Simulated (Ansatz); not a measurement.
Rock-salt TiC, relaxed in Ansatz (plane waves) with several semilocal functionals. Each gives its own volume and its own elastic constant C11:

```tsv
level	V0 (Å³/atom)	elastic constant C11 (GPa)	ln V0	ln C11
LDA	9.669	588.3	2.2689	6.3772
PBEsol	9.891	555.9	2.2916	6.3206
r²SCAN+rVV10	10.083	542.0	2.3109	6.2953
revPBE	10.305	488.8	2.3326	6.1920
RPBE	10.356	481.1	2.3376	6.1761
BLYP	10.502	452.9	2.3516	6.1157
```

**Question.** Fit a straight line to ln C11 against ln V0. What does it predict for PBE, whose volume is 10.167 Å³/atom?

**Answer.** With x = ln V0 and y = ln C11: means 2.31553 and 6.24615; Σ(Δx Δy) = -0.01530, Σ(Δx²) = 0.004848, so the slope is -3.16. At x = 2.3191 the line gives y = 6.24615 + (-3.16) × (2.3191 − 2.31553) = 6.2349, or 510.2 GPa. The run with PBE gives 510.6 GPa, +0.1 % from the line. The rows used scatter about it by up to 3.5 %, while the largest value lies 30 % above the smallest.

Measured: 500 GPa (measured, temperature not stated, no zero-point or thermal correction, our sources range from 500 to 514; as tabulated in Jochym et al. (1999), arXiv:1301.6077).

Ansatz's density-functional and Hartree–Fock values are scalar-relativistic unless marked +SOC, with PAW data made under PBE.

Ansatz is an electronic-structure program.
